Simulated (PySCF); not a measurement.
H6Si2, SMILES [SiH3][SiH3] (connectivity only; charge and spin as stated), charge +1, multiplicity 2. The structure is a stationary point at B3LYP-D3(BJ)/def2-TZVP. The spin state was assumed, not searched.

Level of theory: B3LYP-D3(BJ)/def2-TZVP (PySCF).

Harmonic wavenumbers (cm⁻¹): 102, 198, 244, 244, 334, 334, 721, 787, 921, 921, 930, 930, 2242, 2244, 2300, 2300, 2306, 2307. Rotational constants (GHz): 39.36, 3.901, 3.901; symmetry number 6.

Task: Work out the zero-point energy and the ideal-gas rigid-rotor harmonic-oscillator thermochemistry at 298.15 K and 1 atm.

Result: ZPE = ½ Σ hcν = ½ × 20366 cm⁻¹ = 121.82 kJ/mol. H − E(el) = 140.73 kJ/mol. Entropy in J/(mol K): translation 160.26, rotation 84.68, vibration 52.72, spin 5.76, total 303.42. G − E(el) = 50.26 kJ/mol. Cp = 91.41 J/(mol K). Modes under 150 cm⁻¹ make the vibrational entropy uncertain.
